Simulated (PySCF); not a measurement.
# FH3Si: the cost of one run

The runs use PySCF 2.14.0, with density-fitted response routines of our own; the level of theory stands in each step. All values are computed, except where a source is named. Atoms are numbered from 0 throughout.

### 1 The molecule as given

5 atoms, charge 0, multiplicity 1; geometry from: GFN2-xTB.

Bonds of the start (Å): F0–Si1 1.61, Si1–H2 1.45, Si1–H3 1.45, Si1–H4 1.45.

### 2 Geometry optimisation at PBE0-D3(BJ)/def2-TZVP

What the job is given:

```
{"job": {"xc": "PBE0", "basis": "def2-TZVP", "d3": "d3bj", "grid": 2, "kind": "geom"}, "charge": 0, "multiplicity": 1}
F      1.008060    -0.020560    -0.153710
Si    -0.579220     0.011790     0.088320
H     -0.963670     1.400700    -0.106230
H     -0.764060    -0.454230     1.453200
H     -1.133400    -0.887620    -0.910740
```

**Question.** How long does this first job take on 4 threads of Intel Xeon at 2.50GHz (Skylake/Cascade Lake), shared host?

About 23 s.
